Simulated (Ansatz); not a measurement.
How methods differ on BNH3 (SMILES B[NH])

The species is BNH3 (5 atoms), meant as a doublet with charge 0. SMILES: `B[NH]`. The shape is that of a PBE0-D4/def2-TZVP optimisation.

```jsonl
{"atom": "B", "x (Å)": "-0.3108", "y (Å)": "-0.3701", "z (Å)": "-0.0916"}
{"atom": "N", "x (Å)": "0.5312", "y (Å)": "0.6552", "z (Å)": "-0.0198"}
{"atom": "H", "x (Å)": "-0.4148", "y (Å)": "-1.1074", "z (Å)": "0.8625"}
{"atom": "H", "x (Å)": "-0.9641", "y (Å)": "-0.5731", "z (Å)": "-1.0819"}
{"atom": "H", "x (Å)": "1.2084", "y (Å)": "1.3217", "z (Å)": "0.2893"}
```

Each level gives the energy change with the B1–H4 bond stretched from 1.204 to 2.407 Å (eV). The values are calculated.

```tsv
level	kind	program	value (eV)	less FCI/STO-3G	CPU time (all runs)
UHF/STO-3G	Hartree–Fock	Ansatz	4.13	+0.97	0.38 s
UPBE/STO-3G	GGA	Ansatz	3.72	+0.56	2.4 s
U-r2SCAN0/STO-3G	hybrid meta-GGA	Ansatz	4.18	+1.02	7.5 s
U-wB97M-V/STO-3G	range-separated hybrid	Ansatz	4.12	+0.96	34 s
UCAM-B3LYP/STO-3G	range-separated hybrid	Ansatz	4.16	+1.00	3 s
UMP2/STO-3G	perturbation theory	Ansatz	4.01	+0.85	0.17 s
UBCCD(T)/STO-3G	coupled cluster or CI	Ansatz	3.19	+0.03	0.46 s
UCCSD(T)/STO-3G	coupled cluster or CI	Ansatz	3.26	+0.10	0.33 s
FCI/STO-3G	exact in the basis	Ansatz	3.16	0.00	3.3 s
```

FCI/STO-3G is exact within its basis and frozen core, so for wave-function methods in that basis the difference is their error; functionals converge differently with the basis, so for them it is only a difference. The first shape isn't each level's own minimum. The values span 3.16 to 4.18 eV. Spin contamination of the reference (⟨S²⟩ at least 0.1 too high) touches UHF/STO-3G, U-r2SCAN0/STO-3G, UCAM-B3LYP/STO-3G, UMP2/STO-3G, UBCCD(T)/STO-3G, UCCSD(T)/STO-3G. All rows use very small basis sets, so even the best lies far from the true value. CPU times are rough (shared hosts, several kinds of processor): they show what a rung costs within a factor of a few.
